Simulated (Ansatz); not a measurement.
**CH4NSi (doublet): the correlation ladder at distance Si1–H5 along a hydrogen transfer = 2.168 Å, cc-pVDZ**

Aim: climb from Hartree-Fock through coupled cluster and multireference methods for CH4NSi (doublet) at one geometry and basis, and see what each rung misses.

The runs use Ansatz 0.2.0, Gaussian basis; cc-pVDZ, core rule «outside noble gas», up to 7 orbitals frozen.

The runs, in order: UHF; CCSD(T) on ROHF; CCSD(T) on UHF; BCCD(T) on ROHF; CISD; CCSDT(Q) on ROHF; CCSDT(Q) on UHF; CASSCF and MRCISD+Q, 3 electrons in 3 orbitals; CASSCF and NEVPT2, 3 electrons in 3 orbitals; CASSCF and MRCISD+Q, 9 electrons in 9 orbitals; CASSCF and NEVPT4(SD), 9 electrons in 9 orbitals; CASSCF and NEVPT2, 9 electrons in 9 orbitals.

## Step 1: The system

The geometry derives from fragments relaxed apart (PBE0/def2-TZVP) and kept rigid, so it is no stationary point. A hydrogen atom is moved between rigid fragments.

7 atoms, charge 0, spin multiplicity 2.

Atoms are counted from 1 here; the program's logs count them from 0.

Bond lengths: Si1–H2 1.485 Å, Si1–H3 1.485 Å, Si1–H4 1.485 Å, H5–C7 1.090 Å, N6–C7 1.160 Å. Angles: H2–Si1–H3 109.5°, H2–Si1–H4 109.5°, H3–Si1–H4 109.5°, H5–C7–N6 180.0°.

## Step 2: UHF

Contents of in.yaml:

```yaml
crystal:
  periodic: [false, false, false]
  atoms:
    - {symbol: Si, position_ang: [-1.749429, 0.000000, 0.000000]}
    - {symbol: H, position_ang: [-2.244301, 1.399708, 0.000000]}
    - {symbol: H, position_ang: [-2.244300, -0.699854, 1.212183]}
    - {symbol: H, position_ang: [-2.244301, -0.699854, -1.212182]}
    - {symbol: H, position_ang: [0.418571, 0.000000, 0.000000]}
    - {symbol: N, position_ang: [2.668655, 0.000000, -0.000001]}
    - {symbol: C, position_ang: [1.508571, 0.000000, 0.000000]}
basis:
  gaussian: {orbitals: cc-pVDZ}
magnetization: {spin_polarized: true, initial_magnetization: 1}
hamiltonian: {xc: hf}
output: {orbitals: {seedname: orbitals}}
```

On the command line:

```bash
> ansatz run in.yaml --threads 1 --pin off --events-out ev --progress --plain --max-ram 2816MiB --backend cpu
```

After this run come: CCSD(T) on ROHF; CCSD(T) on UHF; BCCD(T) on ROHF; CISD; CCSDT(Q) on ROHF; CCSDT(Q) on UHF; CASSCF and MRCISD+Q, 3 electrons in 3 orbitals; CASSCF and NEVPT2, 3 electrons in 3 orbitals; CASSCF and MRCISD+Q, 9 electrons in 9 orbitals; CASSCF and NEVPT4(SD), 9 electrons in 9 orbitals; CASSCF and NEVPT2, 9 electrons in 9 orbitals.

**Question.** What will the summary of the whole plan be? Wanted: UCCSDT(Q) below the RHF energy; RMP2 from UCCSDT(Q); UMP2 from UCCSDT(Q); RCCSD from UCCSDT(Q); RCCSD(T) from UCCSDT(Q); UCCSD(T) from UCCSDT(Q); RCCSDT(Q) from UCCSDT(Q); NEVPT2 pair from UCCSDT(Q); MRCISD+Q pair from UCCSDT(Q).

**Answer**, as computed:

| quantity | value |
| --- | --- |
| UCCSDT(Q) below the RHF energy | -11.9550 eV |
| RMP2 from UCCSDT(Q) | +1425.6 meV |
| UMP2 from UCCSDT(Q) | +1493.9 meV |
| RCCSD from UCCSDT(Q) | +473.6 meV |
| RCCSD(T) from UCCSDT(Q) | +66.0 meV |
| UCCSD(T) from UCCSDT(Q) | +68.5 meV |
| RCCSDT(Q) from UCCSDT(Q) | +0.9 meV |
| NEVPT2 pair from UCCSDT(Q) | +1472.0 meV |
| MRCISD+Q pair from UCCSDT(Q) | +331.1 meV |
| NEVPT4(SD) frontier from UCCSDT(Q) | +179.5 meV |
| levels within 1 kcal/mol (43 meV) | RCCSDT, UCCSDT, RCCSDT(Q) |
| T1 diagnostic | 0.016 |

RCCSD(T) misses by +66.0 meV, 0.6 % of the correlation energy. Of the multireference levels listed NEVPT4(SD) frontier comes nearest in total energy (+179.5 meV), which doesn't show that its space is the better one. These misses are within one basis, not against nature; the frozen cores of restricted and unrestricted runs differ, which can shift their rows.
